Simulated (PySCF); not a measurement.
# AlCl₂⁺: breathing scan

Computed with PBE0/[Al def2-TZVP, Cl def2-TZVP], no relativity, density fitting, PySCF.

Rigid scan from the singlet minimum (Al–Cl 1.996 Å (×2); Cl–Al–Cl 180.0°). Coordinate: all bonds to the central atom scaled together. Energies in kJ/mol from the minimum.

| scale of all bonds to the centre | E (kJ/mol) |
| --- | --- |
| 0.88 | 193.3 |
| 0.92 | 75.4 |
| 0.96 | 16.6 |
| 1.00 | 0.0 |
| 1.04 | 13.1 |
| 1.08 | 46.6 |
| 1.14 | 120.7 |
| 1.22 | 239.9 |
| 1.35 | 434.3 |

At long bonds a restricted determinant can lie too high, and another spin state can fall below this curve.

Other isomers or separated fragments may lie lower.
